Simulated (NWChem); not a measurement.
# Total energies of HO

```
O
H 1 0.9764
```
Charge 0, spin multiplicity 2.

All runs are NWChem calculations. All single points use one geometry, from UPBE0/def2-SVP, a minimum by its harmonic frequencies.

Basis set: cc-pVDZ (19 functions).

| method | total energy (Ha) |
|---|---|
| UHF | -75.39365 |
| UMP2 | -75.54285 |
| UB2PLYP | -75.66931 |
| UPBE | -75.64512 |
| UB3LYP | -75.73205 |
| UBLYP | -75.71476 |

Total energies of different functionals aren't comparable as a measure of quality: only differences taken within one method are. 

The correlated methods keep 1 core orbital frozen. B3LYP has NWChem's definition, with VWN1-RPA local correlation. The structure started from a generated list of species. The unpaired electrons of the parent sit in orbitals of symmetry b2 (C2v labels of the run); other states weren't searched. The stability of the SCF solutions was not checked. Open-shell Hartree-Fock references start from PBE0 orbitals.
